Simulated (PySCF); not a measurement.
Structure revision by computed shifts

A compound C₄H₇N gives the data below (simulated from a calculation) and was assigned the structure `CC(C)C#N`.

¹³C{¹H} NMR (computed): δ 124.9 (C), 24.3 (CH2), 21.3 (CH2), 15.2 (CH3).

¹H NMR (300 MHz, computed): δ 2.20 (t, 2H), 1.56 (m, 2H), 1.16 (t, 3H).

[PySCF: PBE0-D3(BJ)/def2-TZVP structure; σ from GIAO-B97-2/pcSseg-2; non-relativistic Hamiltonian; averaged over atoms made equivalent by symmetry, fast rotation or ring inversion; one conformer; no solvent]

Referencing at the same level of theory: ¹H (31.64 ppm) and ¹³C (185.38 ppm) vs TMS.

Q: Compare with the shifts computed for the proposed structure, pairing carbons in order of shift.

A: Structure with atom numbers: `[CH3:1][CH:2]([CH3:3])[C:4]#[N:5]`. Each H is labelled by its parent atom.

```
atom  computed for proposal  given list  difference
  C4                  128.9       124.9        +4.0
  C2                   23.7        24.3        -0.6
  C1                   22.8        21.3        +1.5
  C3                   22.8        15.2        +7.6
```

The rms difference is 4.4 ppm and the largest +7.6 ppm at C3 (methyl carbon). The proposal also would give 3 carbon signals, not 4. The carbon types in order of shift don't match either: C, CH, CH3, CH3 for the proposal against C, CH2, CH2, CH3 in the data. The proposal doesn't fit.

Q: Which isomer fits?

A: `CCCC#N`.

1. Carbon types of the structure: 1 × C, 2 × CH2, 1 × CH3, which accounts for all hydrogens.
2. δC 124.9: nitrile carbon; this is the usual window of a C≡N carbon, which has no attached hydrogen.
3. δC 24.3: sp3 CH2; saturated and bonded to C and H only.
4. δC 15.2: methyl carbon; aliphatic region, no heteroatom directly attached.
5. δH 1.16: hydrogen on a methyl carbon; far from electronegative atoms and π systems.

Other isomers checked: C#CCNC (rms 35.4 ppm).

The shifts were computed for this structure.

Shifts are as computed. Against solution values, carbons near 30 ppm lie about +3 ppm off and those near 130 ppm about +7 ppm. Of 1309 compounds with measured shifts, 239 miss one by over three times the rms of a fit or turn the order of signals round; such compounds aren't used in these exercises. Multiplicities follow the n + 1 count of equivalent neighbours, as no J values were calculated; m marks all less simple cases, F and P coupling included.
